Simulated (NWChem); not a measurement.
methanethiol (CH₄S); SMILES CS

```xyz
6

C      0.0118     1.1488     0.0000
S      0.0686    -0.6625     0.0000
H     -0.4794     1.5445     0.8999
H      1.0567     1.4884     0.0000
H     -0.4794     1.5445    -0.8999
H     -1.2656    -0.8692     0.0000
```
Atoms are numbered in this order, from 1.

All runs: NWChem. Pople sets run with spherical d functions. Structure relaxed at the PBE0/def2-SVP level. Vertical excitations in the gas phase.

**Question.** Estimate the computed values for B3LYP/6-31+G*, full TDDFT. Quantities: lowest excitation, singlet (eV); oscillator strength of that lowest state; lowest state with f > 0.02, singlet (eV); oscillator strength of that bright state; lowest triplet (eV); orbital gap (eV).

**Answer.** 
| Property | Result |
|---|---|
| lowest excitation, singlet (eV) | 5.16 |
| oscillator strength of that lowest state | 0.008 |
| lowest state with f > 0.02, singlet (eV) | 5.83 |
| oscillator strength of that bright state | 0.036 |
| lowest triplet (eV) | 4.78 |
| orbital gap (eV) | 6.33 |
